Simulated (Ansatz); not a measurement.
The input, for Ansatz 0.2.0:

```yaml
crystal:
  periodic: [false, false, false]
  atoms:
    - {symbol: Ge, position_ang: [-0.010162, -0.194813, 1.169890]}
    - {symbol: P, position_ang: [-0.010995, 1.041743, -0.880828]}
    - {symbol: P, position_ang: [0.036969, -0.622053, -1.928293]}
    - {symbol: H, position_ang: [-0.065808, 1.142738, 2.012210]}
basis:
  gaussian: {orbitals: cc-pVDZ}
correlation: {method: sc_nevpt2, electrons: outside_noble_gas, active_space: {window: {electrons: 3, orbitals: 3}}}
magnetization: {spin_polarized: true, initial_magnetization: 1}
```

```sh
$ ansatz run in.yaml --threads 1 --pin off --events-out ev --progress --plain --max-ram 2393MiB
```

Problem. One thing in this input was set wrong on purpose, beside settings that are merely unusual. What is the gravest fault, and what does the program do?

Solution. Active space on unrestricted orbitals. How the run ends: refused.
```
Error: invalid value for `correlation.active_space`: it starts from restricted Hartree–Fock orbitals; set hamiltonian.xc: hf without magnetization.spin_polarized
```
